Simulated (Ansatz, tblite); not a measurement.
**The cluster Mg2Cl2+: rung by rung**

How do method and basis change the picture of the cluster Mg2Cl2+ (doublet)?

Computed with Ansatz 0.2.0, Gaussian basis. Level: as each input shows.

The runs, in order: GFN1-xTB, GFN2-xTB, PBE-D4/def2-TZVP, r2SCAN-D4/def2-TZVP, HSE06-D4/def2-TZVP, LC-ωPBE/def2-TZVP, B3LYP-D4/def2-TZVP, CAM-B3LYP-D4/def2-TZVP, revPBE-D4/def2-TZVP, PBE-D4/def2-SVP, PBE0-D4/def2-SVP, HF/STO-3G, CCSD(T)/def2-TZVPP, MP2/def2-TZVP, RPA/def2-TZVP.

## (1) The relaxed structure

The geometry is that of the doublet, from an earlier relaxation (PBE0-D4/def2-TZVP). At that level it is the lowest of the isomers that a small search found.

4 atoms, charge 1, spin multiplicity 2.

Bond lengths: Mg1–Cl3 2.342 Å, Mg1–Cl4 2.342 Å, Mg2–Cl3 2.342 Å, Mg2–Cl4 2.342 Å. Angles: Cl3–Mg1–Cl4 92.7°, Cl3–Mg2–Cl4 92.7°, Mg1–Cl3–Mg2 87.3°, Mg1–Cl4–Mg2 87.3°.

The ion is computed in the gas phase, without counter-ions or solvent.

PBE0-D4/def2-TZVP was run before; its log isn't repeated, and its numbers join the tables.

## (2) GFN1-xTB

Tight binding, by tblite at 300 K electronic temperature and without a spin-polarisation term:

```python
tblite.interface.Calculator('GFN1-xTB', numbers, positions, charge=1, uhf=1).singlepoint()
```

Energy -259.4637 eV; 0.003 s.

## (3) GFN2-xTB

Tight binding, by tblite at 300 K electronic temperature and without a spin-polarisation term:

```python
tblite.interface.Calculator('GFN2-xTB', numbers, positions, charge=1, uhf=1).singlepoint()
```

Energy -269.0320 eV; 0.007 s.

## (4) PBE-D4/def2-TZVP

start.molden holds the orbitals of an earlier run on this state, given as this run's starting guess.

The input, in.yaml:

```yaml
crystal:
  periodic: [false, false, false]
  atoms:
    - {symbol: Mg, position_ang: [0.738072, -0.134295, 1.431447]}
    - {symbol: Mg, position_ang: [-0.738041, 0.134112, -1.431344]}
    - {symbol: Cl, position_ang: [1.472644, -0.292698, -0.786880]}
    - {symbol: Cl, position_ang: [-1.472675, 0.292881, 0.786767]}
basis:
  gaussian: {orbitals: def2-TZVP, initial_orbitals: start.molden}
total_charge: 1
magnetization: {spin_polarized: true, initial_magnetization: 1}
hamiltonian: {xc: pbe, dispersion: d4}
scf: {omitted_lower_state_checks: [starts]}
output: {forces: true, orbitals: {seedname: orbitals}}
```

Launch:

```sh
> ansatz run in.yaml --threads 4 --pin off --events-out ev --progress --plain --max-ram 3916MiB
```

After this run come: r2SCAN-D4/def2-TZVP; HSE06-D4/def2-TZVP; LC-ωPBE/def2-TZVP; B3LYP-D4/def2-TZVP; CAM-B3LYP-D4/def2-TZVP; revPBE-D4/def2-TZVP; PBE-D4/def2-SVP; PBE0-D4/def2-SVP; HF/STO-3G; CCSD(T)/def2-TZVPP; MP2/def2-TZVP; RPA/def2-TZVP.

**Question.** What will the summary of the whole plan be? Wanted: gap in def2-TZVP, named functionals, smallest and largest; correlation energy, CCSD(T)/def2-TZVPP; correlation energy, MP2/def2-TZVP; ⟨S²⟩ in def2-TZVP, named functionals, smallest and largest; PBE0 total energy, smallest basis above largest.

As calculated:

| quantity | value |
| --- | --- |
| gap in def2-TZVP, named functionals, smallest and largest | 0.58 eV (revPBE-D4), 4.12 eV (LC-ωPBE) |
| correlation energy, CCSD(T)/def2-TZVPP | -22.07 eV |
| correlation energy, MP2/def2-TZVP | -20.05 eV |
| ⟨S²⟩ in def2-TZVP, named functionals, smallest and largest | 0.752, 0.755 |
| PBE0 total energy, smallest basis above largest | 12.34 eV (def2-SVP, def2-TZVP) |

Over the named functionals in def2-TZVP the gap runs from 0.58 eV (revPBE-D4) to 4.12 eV (LC-ωPBE); exact exchange widens it. Notes on CCSD(T)/def2-TZVPP: large T1 diagnostic.
